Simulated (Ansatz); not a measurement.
Naphthalene, C₁₀H₈, 18 atoms. The species carries charge 0 and has multiplicity 1. Hardware: A = 2 threads of an AMD EPYC 7R13 on a shared host and a share of an NVIDIA H100 80 GB; B = 2 threads of an AMD EPYC 7R13 on a shared host. Correlated methods freeze the cores.

(1) How many basis functions does each run have, and how long does it take in Ansatz? RHF-MP2/def2-QZVPP energy [A]; RKS LC-ωPBE/def2-TZVPP energy [A]; RKS revPBE-D4/def2-TZVPP energy [A]; RKS BHLYP-D4/def2-TZVPP energy [A]; RKS PBE0-D4/def2-TZVP relaxation (4 steps) [A]; RKS ωB97M-V/def2-SVP energy [B]; RKS PBE0-D4/def2-QZVPP energy [A]; RKS ωB97M-V/def2-QZVPP energy [A]; RHF-CCSD(T)/def2-TZVPP energy [A]; RKS PBE-D4/def2-TZVPP energy and forces [A]; RKS PBE0-D4/def2-SVP energy [B]; RHF-CCSD(T)/def2-SVP energy [A]. (An estimate is asked.)

Answers

(1) Computed: Other jobs shared the machine, so times are rough.

```csv
level,job,functions,wall time,peak host memory (GiB)
RKS BHLYP-D4/def2-TZVPP,energy [A],422,2.4 s,0.97
RHF-CCSD(T)/def2-SVP,energy [A],180,2.7 s,0.97
RKS revPBE-D4/def2-TZVPP,energy [A],422,3.1 s,0.95
RKS PBE-D4/def2-TZVPP,energy and forces [A],422,3.5 s,0.96
RKS LC-ωPBE/def2-TZVPP,energy [A],422,3.9 s,0.98
RKS PBE0-D4/def2-SVP,energy [B],180,5.5 s,0.97
RKS PBE0-D4/def2-QZVPP,energy [A],810,5.5 s,1.4
RKS ωB97M-V/def2-QZVPP,energy [A],810,6.5 s,1.5
RHF-MP2/def2-QZVPP,energy [A],810,6.5 s,1.5
RKS PBE0-D4/def2-TZVP,relaxation (4 steps) [A],358,11 s,1
RKS ωB97M-V/def2-SVP,energy [B],180,15 s,0.97
RHF-CCSD(T)/def2-TZVPP,energy [A],422,22 s,2
```

LC-ωPBE has ω = 0.4 bohr⁻¹.
